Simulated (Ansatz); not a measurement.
C$_{2}$F$_{2}$, SMILES `FC#CF`, relaxed with RKS PBE-D4/def2-SVP in Ansatz 0.2.0 from a rough embedded geometry. The force threshold is 0.03 eV/Å; the program also tests the step.

Total charge 0; spin multiplicity 1.

Start:

```xyz
4

F     1.107    1.608   -0.011
C     0.368    0.478   -0.024
C    -0.326   -0.514   -0.037
F    -1.149   -1.572    0.072
```

Q: By how much does the energy fall, and how many steps does the optimiser take? (An estimate is asked.)

A: The calculation gave: 0.17 eV, in 4 steps.

Q: Which bonds change most? (Best estimate.)

A: The calculation gave: F1–C2 from 1.350 to 1.290 Å; C3–F4 from 1.345 to 1.290 Å; C2–C3 from 1.211 to 1.210 Å.

Q: Give the relaxed structure. (Estimate.)

A: Ansatz gave: 
```xyz
4

F     1.096    1.546   -0.035
C     0.350    0.494   -0.010
C    -0.350   -0.494    0.010
F    -1.096   -1.546    0.035
```
